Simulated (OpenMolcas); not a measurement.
## A ladder of methods for P2H4 (diphosphine)

P2H4: 6 atoms, total charge 0, spin state singlet. SMILES: `PP`. The shape is that of a PBE0-D4/def2-TZVP optimisation. This is one conformer, not always the lowest.

```xyz
6

P     0.3651   -1.0488   -0.0823
P    -0.3652    1.0491    0.0781
H    -0.4970   -1.5216    0.9450
H    -0.5721   -1.3929   -1.0949
H     0.5028    1.5246   -0.9429
H     0.5664    1.3896    1.0970
```

Each level gives the energy change with the P1–H3 bond stretched from 1.422 to 3.555 Å (eV). The values are calculated.

```json
{"level": "PBE/STO-3G (restricted)", "kind": "GGA", "program": "OpenMolcas", "value (eV)": "7.06", "less FCI/STO-3G": "+2.84"}
{"level": "M06-2X/STO-3G (restricted)", "kind": "hybrid meta-GGA", "program": "OpenMolcas", "value (eV)": "7.80", "less FCI/STO-3G": "+3.58"}
{"level": "PBE0/STO-3G (restricted)", "kind": "global hybrid", "program": "OpenMolcas", "value (eV)": "7.19", "less FCI/STO-3G": "+2.97"}
{"level": "MP2/STO-3G (restricted)", "kind": "perturbation theory", "program": "OpenMolcas", "value (eV)": "5.24", "less FCI/STO-3G": "+1.02"}
{"level": "CASPT2(2,2)/STO-3G", "kind": "multireference", "program": "OpenMolcas", "value (eV)": "4.20", "less FCI/STO-3G": "-0.02"}
{"level": "MRCI(2,2)/STO-3G", "kind": "multireference", "program": "OpenMolcas", "value (eV)": "4.23", "less FCI/STO-3G": "+0.01"}
{"level": "CISD/STO-3G (restricted)", "kind": "coupled cluster or CI", "program": "OpenMolcas", "value (eV)": "5.32", "less FCI/STO-3G": "+1.10"}
{"level": "FCI/STO-3G", "kind": "exact in the basis", "program": "OpenMolcas", "value (eV)": "4.22", "less FCI/STO-3G": "0.00"}
```

FCI/STO-3G is exact within its basis and frozen core, so for wave-function methods in that basis the difference is their error; functionals converge differently with the basis, so for them it is only a difference. The first shape isn't each level's own minimum. The values span 4.20 to 7.80 eV. All rows use very small basis sets, so even the best lies far from the true value.
